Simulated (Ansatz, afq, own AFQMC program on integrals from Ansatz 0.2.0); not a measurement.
## Atomization energy of AlBH$_{2}$, triplet

| atom | x (Å) | y (Å) | z (Å) |
| --- | --- | --- | --- |
| B | 0.0000 | 0.0000 | 1.3689 |
| Al | 0.0000 | 0.0000 | -0.6894 |
| H | 0.0000 | 1.0776 | 1.8859 |
| H | 0.0000 | -1.0776 | 1.8859 |

Connectivity, by distances: BH2–Al.

Atoms in their ground-state spins without spin–orbit coupling (mostly on UHF) minus the molecule (UHF), without zero-point energy. The geometry is a stationary point, not shown to be a minimum.

Basis 6-31G. Noble-gas cores (and the filled d shells of Ga–Kr and In–Xe) are frozen. Ansatz 0.2.0 and our own AFQMC program on the same integrals; the CISD trial comes from CCSD amplitudes, and released means the phaseless constraint is let go. ± is one standard error of the sampling. The errors of all members are added in quadrature.

Full CI on the same integrals is exact in this basis and with this determinant's frozen core.

Errors are counted within 6-31G, not against nature.

```
level  atomization energy (kcal/mol)
   HF                          170.3
  MP2                          192.5
```

Problem. From these cheaper values, estimate the atomization energy at the reference level in 6-31G.

Solution. 191.1 kcal/mol (full CI in 6-31G).

```json
{"level": "CCSD", "atomization energy (kcal/mol)": "189.0", "error against FCI (kcal/mol)": "-2.1"}
{"level": "CCSD(T)", "atomization energy (kcal/mol)": "190.6", "error against FCI (kcal/mol)": "-0.5"}
{"level": "ph-AFQMC/HF", "atomization energy (kcal/mol)": "194.6 ± 0.4", "error against FCI (kcal/mol)": "3.4 ± 0.4"}
{"level": "ph-AFQMC/CISD", "atomization energy (kcal/mol)": "190.9 ± 0.05", "error against FCI (kcal/mol)": "-0.2 ± 0.05"}
{"level": "released AFQMC", "atomization energy (kcal/mol)": "191.0 ± 0.04", "error against FCI (kcal/mol)": "-0.1 ± 0.04"}
```

Correlation beyond CCSD(T) adds 0.5 kcal/mol. The perturbative (T) step is worth +1.6 kcal/mol.

A walk keeps the symmetry of its determinant, which the program's search chose and which needn't be the lowest solution, so a lower state of the same spin and another symmetry isn't excluded. Released energies are given only where the last usable release times agree within the noise; a slower fall can still hide under it.
